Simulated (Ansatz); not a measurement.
Energy on a grid of two coordinates

CH₃BSi (SMILES B1C=[SiH]1), closed shell, PBE0-D4/def2-TZVP minimum:

B1  (-0.760, -0.576, -0.420)
C2  (0.491, 0.199, -0.592)
Si3  (0.046, 0.246, 1.081)
H4  (-1.614, -1.228, -0.919)
H5  (1.151, 0.464, -1.408)
H6  (0.686, 0.895, 2.259)
(Å)

Rows set the bond length Si3–H6 (Å; 1.490 at the minimum), columns the angle H4–B1–C2 (°; 147.9), set in this order; the parts move rigidly, in a bend the first-named atom's side turns in the plane, and in a torsion the whole end group turns. CCSD(T) energies count from the value at that structure, in eV. Computed with Ansatz 0.2.0 (basis: def2-TZVPP); correlated methods freeze the cores.

| Si3–H6 \ H4–B1–C2 | 123.9 | 131.9 | 139.9 | 147.9 | 155.9 | 163.9 | 171.9 |
| --- | --- | --- | --- | --- | --- | --- | --- |
| 1.222 | 1.179 | 1.036 | 0.954 | 0.930 | ? | 1.049 | 1.189 |
| 1.313 | 0.593 | 0.450 | 0.367 | 0.343 | 0.375 | 0.461 | 0.600 |
| 1.447 | 0.266 | 0.122 | 0.039 | 0.014 | 0.045 | 0.130 | 0.267 |
| 1.603 | 0.351 | 0.208 | 0.125 | 0.099 | 0.129 | 0.212 | 0.347 |
| 1.776 | 0.730 | 0.588 | 0.505 | 0.479 | 0.507 | 0.588 | 0.720 |
| 1.963 | ? | 1.118 | 1.036 | 1.009 | 1.036 | 1.114 | 1.241 |
| 2.161 | 1.814 | 1.677 | 1.597 | 1.570 | 1.594 | 1.668 | 1.789 |

**Question.** Fill in the withheld cells. (To be estimated.)

**Answer.** Computed: (1.222, 155.9): 0.962; (1.963, 123.9): 1.258 eV. These count from the CCSD(T) energy at the PBE0-D4 minimum.

The same grid for a cheaper method: PBE0-D4 − CCSD(T), both counted from the minimum, in eV:
| Si3–H6 \ H4–B1–C2 | 123.9 | 131.9 | 139.9 | 147.9 | 155.9 | 163.9 | 171.9 |
| --- | --- | --- | --- | --- | --- | --- | --- |
| 1.222 | 0.017 | 0.018 | 0.017 | 0.015 | 0.011 | 0.006 | -0.001 |
| 1.313 | 0.014 | 0.014 | 0.013 | 0.011 | 0.007 | 0.002 | -0.005 |
| 1.447 | 0.006 | 0.006 | 0.005 | 0.003 | -0.001 | -0.006 | -0.013 |
| 1.603 | -0.003 | -0.003 | -0.004 | -0.006 | -0.010 | -0.015 | -0.022 |
| 1.776 | -0.007 | -0.007 | -0.009 | -0.011 | -0.015 | -0.020 | -0.026 |
| 1.963 | 0.004 | 0.003 | 0.001 | -0.002 | -0.006 | -0.010 | -0.016 |
| 2.161 | 0.052 | 0.050 | 0.047 | 0.044 | 0.041 | 0.037 | 0.034 |

The T1 diagnostic stays at or below 0.021. The restricted Hartree–Fock reference is unstable towards an unrestricted one here.

For scale, one of the runs: CCSD(T)/def2-TZVPP, 146 basis functions (an equivalent command: `ansatz run in.yaml --threads 2`). Time: 12 s of wall clock on 2 CPU threads; the host was shared. Peak host memory: 0.83 GiB.
